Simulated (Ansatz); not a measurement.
# BH₃O₂: a ladder of functionals and wavefunction methods

One table from this session's results is given with a row withheld; the runs are named, their logs left out.

Program: Ansatz 0.2.0, Gaussian basis. Level of theory: functionals in def2-TZVPP, the program's frozen cores in correlated methods. These are calculated values, not measurements.

Plan: LDA (SPW92), PBE-D4, revPBE-D4, BLYP-D4, r2SCAN-D4, B97M-V, PBE0-D4, B3LYP-D4, r2SCANh-D4, r2SCAN0-D4, HSE06-D4, BHLYP-D4, CAM-B3LYP-D4, LC-ωPBE, ωB97X-V, ωB97M-V, B2PLYP, PBE-QIDH; CCSD(T)/def2-SVP; CCSD(T)/def2-TZVPP; CCSD(T)/def2-QZVPP; extrapolation to the limit; RPA on PBE.

### Structure used throughout

The geometry comes from an earlier relaxation with PBE0-D4 in a triple-zeta def2 set; it is a stationary point.

6 atoms, charge 0, spin multiplicity 1.

Atoms are counted from 1 here; the program's logs count them from 0.

Bond lengths: O1–B2 1.356 Å, O1–H4 0.958 Å, B2–O3 1.356 Å, B2–H5 1.205 Å, O3–H6 0.958 Å. Angles: B2–O1–H4 112.7°, O1–B2–O3 116.8°, O1–B2–H5 121.6°, O3–B2–H5 121.6°, B2–O3–H6 112.7°.

The first run:

The input, in.yaml:

```yaml
crystal:
  periodic: [false, false, false]
  atoms:
    - {symbol: O, position_ang: [-1.176211, -0.524494, -0.251839]}
    - {symbol: B, position_ang: [0.049477, 0.028108, -0.072891]}
    - {symbol: O, position_ang: [0.580607, -0.053848, 1.172455]}
    - {symbol: H, position_ang: [-1.494726, -0.433523, -1.150617]}
    - {symbol: H, position_ang: [0.637775, 0.565587, -0.976143]}
    - {symbol: H, position_ang: [1.445180, 0.354069, 1.232835]}
basis:
  gaussian: {orbitals: def2-TZVPP}
hamiltonian: {xc: lda}
output: {orbitals: {seedname: orbitals}}
```

Among the steps run: LDA; PBE-D4 (GGA); revPBE-D4 (GGA); BLYP-D4 (GGA); r2SCAN-D4 (meta-GGA); B97M-V (meta-GGA); PBE0-D4 (hybrid); B3LYP-D4 (hybrid); r2SCANh-D4 (hybrid); r2SCAN0-D4 (hybrid); HSE06-D4 (hybrid); BHLYP-D4 (hybrid); CAM-B3LYP-D4 (range-separated); LC-ωPBE-D4 (range-separated; the results give it without D4); ωB97X-V (range-separated); ωB97M-V (range-separated); B2PLYP (double hybrid); PBE-QIDH (double hybrid).

One table of the session follows, with a row left open; its other results are not shown here.

It belongs to the step «Frontier levels by functional». 

| functional | HOMO (eV) | LUMO (eV) | gap (eV) |
| --- | --- | --- | --- |
| LDA (SPW92) | ? | ? | ? |
| PBE-D4 | -7.52 | -0.07 | 7.45 |
| revPBE-D4 | -7.47 | 0.03 | 7.50 |
| BLYP-D4 | -7.48 | -0.03 | 7.45 |
| r2SCAN-D4 | -7.88 | 0.36 | 8.24 |
| B97M-V | -7.99 | 0.26 | 8.25 |
| PBE0-D4 | -9.14 | 0.90 | 10.04 |
| B3LYP-D4 | -8.94 | 0.50 | 9.44 |
| r2SCANh-D4 | -8.48 | 0.70 | 9.18 |
| r2SCAN0-D4 | -9.39 | 1.18 | 10.56 |
| HSE06-D4 | -8.73 | 0.52 | 9.25 |
| BHLYP-D4 | -10.75 | 1.44 | 12.20 |
| CAM-B3LYP-D4 | -10.68 | 1.59 | 12.27 |
| LC-ωPBE | -12.02 | 2.90 | 14.92 |
| ωB97X-V | -11.68 | 2.73 | 14.41 |
| ωB97M-V | -11.55 | 2.20 | 13.75 |

Q: Estimate the row for LDA (SPW92) from the others.

As computed: HOMO (eV): -7.63; LUMO (eV): -0.34; gap (eV): 7.29. In the column «HOMO (eV)» it lies between r2SCAN-D4 (-7.88) and PBE-D4 (-7.52).
